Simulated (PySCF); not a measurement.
Computed data sheet: dimethylsilane, `C[SiH2]C`

Compound: dimethylsilane, C₂H₈Si.
Bonds: C1–Si2, Si2–C3. Hydrogens: H4, H5, H6 on C1; H7, H8 on Si2; H9, H10, H11 on C3.

Among its groups: Si–H bond and C–Si bond.

**GFN2-xTB geometry**

```yaml
Point_group_of_the_GFN2-xTB_geometry: C2v
Rotational_constants_A_B_C_of_the_GFN2-xTB_geometry: 16.139, 5.889, 4.806 GHz
```

**PBE0/def2-SVPD ground state and vertical TDDFT (core frozen in the response) (PySCF)**

```yaml
Dipole_moment: 0.61 D
HOMO_energy: -8.74 eV
LUMO_energy: 0.65 eV
HOMO–LUMO_gap: 9.39 eV
Lowest_singlet_excitation: 8.15 eV (152 nm, f = 0.052)
Strongest_line_among_the_8_lowest_singlet_transitions: S8 at 9.24 eV (134 nm, f = 0.192)
Lowest_triplet_excitation_Tamm–Dancoff: 7.90 eV
Static_isotropic_polarisability: 53.7 au
Electronic_spatial_extent_⟨r²⟩_about_the_centre_of_nuclear_charge: 331 bohr²
```

PBE0/pcSseg-1 ground state and GIAO shieldings, non-relativistic (PySCF):

```yaml
Lowest_Hirshfeld_atomic_charge: -0.21 e on C1/C3
Highest_Hirshfeld_atomic_charge: +0.35 e on Si2
13C_chemical_shifts_computed_TMS_as_zero_by_class: -5.6 (C1/C3) ppm
1H_chemical_shifts_computed_TMS_as_zero_by_class: 4.20 (H7/H8), 0.12 (H4/H5/H6/H9/H10/H11) ppm
Isotropic_shieldings_of_nuclei_other_than_C_and_H_by_class: 395 (Si2) ppm
Mayer_bond_orders_between_heavy_atoms: C1–Si2 0.95, Si2–C3 0.95
```

Monoisotopic mass from the formula: 60.0395 u.

The dipole matches unit charges of opposite sign 0.13 Å apart (1 e·Å = 4.8032 D). S1 lies 1.24 eV below the HOMO–LUMO gap; its leading configuration is HOMO→LUMO, weight 0.98. The vertical singlet–triplet gap S1 − T1 is 0.25 eV (TDDFT singlet less Tamm–Dancoff triplet; S1: HOMO→LUMO, weight 0.98; T1: HOMO→LUMO, weight 0.78). A dipole of 0.61 D is allowed in C2v, and pure rotational transitions are dipole-allowed.

Isolated species at its GFN2-xTB geometry, gas phase.

For the TDDFT job (PBE0/def2-SVPD), on one thread, x86-64 server, no GPU, on a shared host, this took 6.2 s wall.
